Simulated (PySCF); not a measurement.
**How close is B3LYP for C2H3?**

The experiment to reproduce: a(1H H3) 38.67 MHz [2]; a(1H H3) 13.4 G [3]; a(13C C1) 107.57 G [3]; a(13C C2) -8.55 G [3]. Sources and the comparison follow the method.

Species: C₂H₃ (doublet state).
SMILES with atom numbers: `[CH:1]=[CH2:2]` (hydrogens: H3 on C1; H4, H5 on C2)

Cartesian coordinates in Å at the PBE0-D3(BJ)/def2-SVP level; atoms count from 1:
```xyz
5
C2H3 angstrom
C      0.7870   -0.3741    0.0245
C     -0.4730   -0.0160   -0.0273
H      1.7659    0.1037    0.0691
H     -0.7760    1.0435   -0.0344
H     -1.2866   -0.7515   -0.0663
```

Theory: UKS B3LYP, IGLO-III on C, pcH-1 on H, non-relativistic, mean-field spin-orbit, GIAO in PySCF 2.14.0.

```tsv
nucleus	computed a_iso (MHz)	published	in MHz	difference of magnitudes (MHz)	source
13C C2	-13.8	-6 G	-16.8	-3.0	[1] equilibrium geometry, as quoted
13C C1	317.2	110 G	308.3	+8.9	[1] equilibrium geometry, as quoted
1H H3	51.7	14.6 G	40.9	+10.8	[1] equilibrium geometry, as quoted
1H H3	51.7	38.67 MHz	38.7	+13.0	[2]
1H H3	51.7	13.4 G	37.6	+14.1	[3]
13C C1	317.2	107.57 G	301.4	+15.8	[3]
13C C2	-13.8	-8.55 G	-24.0	-10.2	[3]
```

Values published in field units are turned into MHz with the computed g_iso.

Sources: [1] computed, CCSD(T)/CBS, gas; Giner, Tenti, Angeli, Ferre, Computation of the isotropic hyperfine coupling constant: efficiency and insights from a new approach based on wave function theory, J. Chem. Theory Comput.. [2] measured; Tran Nguyen Lan, Studies on molecular magnetic properties using ab initio quantum chemical methods, thesis, SOKENDAI 2014. [3] measured, solution or matrix (EPR); Pople, Beveridge, Approximate Molecular Orbital Theory, McGraw-Hill 1970 (compilation of measured values).

In relative terms the largest miss is 13C C2, by 43 %. The measured numbers hold vibrational averaging and, outside the gas phase, effects of the matrix or solvent; the computed ones belong to one rigid, isolated geometry and carry the errors of functional and basis. An EPR spectrum gives magnitudes, so published signs often rest on theory.

The Mulliken spin populations are largest on C1 (+1.02), C2 (-0.17) and H4 (+0.09). No atom but C1 exceeds +0.15. The positive populations add up to 1.17 and the negative ones to -0.17, together 2S = 1.

⟨S²⟩ = 0.7601 against the exact 0.7500, so spin contamination is small.
